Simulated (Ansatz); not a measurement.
Relaxation of AlClH5P (8 atoms, charge 0, multiplicity 1), to a largest force component of 0.03 eV/Å in at most 50 steps.

These are results of Ansatz 0.2.0, RKS PBE-D4/def2-SVP, not measurements.

```xyz
8
Properties=species:S:1:pos:R:3
Al 0.094 -0.554 -0.365
Cl -0.089 0.292 2.947
H 1.449 0.254 -0.621
H -1.336 -0.018 -0.836
P 0.196 -2.582 0.714
H -0.701 -3.331 -0.121
H 1.413 -3.077 0.136
H -0.057 -1.045 2.817
```

**Question.** Where does it end, and by what steps?

**Answer.** The forces met the threshold. The force dipped under the threshold on the way, but the program's further checks kept it going. After 30 steps the energy has fallen by 1.620 eV; H8 moved furthest, 2.09 Å. Parted: Cl2–H8 (1.34 → 3.60 Å). Joined: Al1–Cl2 (3.42 → 2.17 Å), P5–H8 (2.62 → 1.43 Å).

```
step  energy less start (eV)  largest force component (eV/Å)  accepted
   0                  0.0000                           0.833       yes
   2                 -0.1714                           0.238       yes
   4                 -0.2071                           0.405       yes
   6                 -0.2084                           0.273        no
   8                 -0.2237                           0.106       yes
  10                 -0.2584                           0.323       yes
  12                 -0.3931                           0.872       yes
  14                 -0.9562                           1.691       yes
  16                 -1.4022                           0.850       yes
  18                 -1.5568                           0.148       yes
  20                 -1.5671                           0.050       yes
  22                 -1.5701                           0.030       yes
  24                 -1.5863                           0.140       yes
  26                 -1.5962                           0.333       yes
  28                 -1.6180                           0.014       yes
  30                 -1.6204                           0.022       yes
```

```xyz
8
Properties=species:S:1:pos:R:3
Al 0.056 0.129 0.135
Cl -0.851 0.482 2.072
H 1.594 0.547 -0.011
H -0.944 0.056 -1.112
P 0.265 -2.335 0.715
H -0.963 -2.968 1.078
H 0.808 -3.370 -0.113
H 1.003 -2.602 1.907
```

Whether the end is a true minimum wasn't checked by a vibrational analysis.

Time of the run: 63 s on 1 thread of Intel(R) Xeon(R) Processor @ 2.70GHz, on a shared host, peak memory 0.16 GiB.
